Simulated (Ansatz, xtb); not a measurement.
# C5H5F: which of two isomers lies lower

We compare a, `C#C[C@@H](F)C=C`, a singlet, with b, `C=CCC#CF`, a singlet. Both are isolated molecules in the gas phase, relaxed with PBE0-D3(BJ)/def2-SVP, each in the lowest conformer that the search found.

Quicker runs give these differences E(b) − E(a): GFN2-xTB −0.018 eV; HF/STO-3G −0.101 eV (at GFN2-xTB geometries); r2SCAN-D4/def2-SVP +0.393 eV (at GFN2-xTB geometries).

Problem. Estimate E(b) − E(a) at the level CCSD(T)/def2-SVP + ΔMP2/def2-TZVPP.

Solution. Calculated at CCSD(T)/def2-SVP + ΔMP2/def2-TZVPP: E(b) − E(a) = +0.578 eV, so structure a lies lower.

How the difference moves with the method:

| level | geometry | E(b) − E(a) (eV) | departure from the last row (eV) | job, with rough time for the two |
| --- | --- | --- | --- | --- |
| GFN2-xTB | GFN2-xTB | −0.018 | −0.597 | optimisation, 0.15 s |
| HF/STO-3G | GFN2-xTB | −0.101 | −0.680 | single point, 0.62 s |
| r2SCAN-D4/def2-SVP | GFN2-xTB | +0.393 | −0.185 | single point, 3.4 s |
| PBE0-D3(BJ)/def2-SVP | PBE0-D3(BJ)/def2-SVP | +0.325 | −0.253 | optimisation, 43 s |
| HF/def2-SVP | PBE0-D3(BJ)/def2-SVP | +0.555 | −0.023 | part of the CCSD(T) run |
| MP2/def2-SVP | PBE0-D3(BJ)/def2-SVP | +0.465 | −0.113 | part of the CCSD(T) run |
| CCSD(T)/def2-SVP | PBE0-D3(BJ)/def2-SVP | +0.491 | −0.087 | single point |
| CCSD(T)/def2-SVP + ΔMP2/def2-TZVPP | PBE0-D3(BJ)/def2-SVP | +0.578 |  | single point, 29 s |

As drawn, both hold the same kinds of bond in the same numbers.

HF/STO-3G puts the two in the other order. GFN2-xTB finds them nearly level. The largest departure from CCSD(T)/def2-SVP + ΔMP2/def2-TZVPP is that of HF/STO-3G, 0.680 eV. The last row adds to CCSD(T) the change of the MP2 difference between the two basis sets, here +0.087 eV.

With harmonic frequencies from PBE0-D3(BJ)/def2-SVP (ideal gas, rigid rotor, one conformer each, 298.15 K, 1 atm): on the last row, ΔE + ΔZPE = +0.597, ΔH = +0.600, ΔG = +0.589 eV.

The correlated steps freeze 6 core orbitals. Mirror images aren't counted in ΔG. Run with Ansatz 0.2.0, xtb 6.7.1; the last row on 2 threads of Intel(R) Xeon(R) Platinum 8375C CPU @ 2.90GHz (Ice Lake) on a shared host.
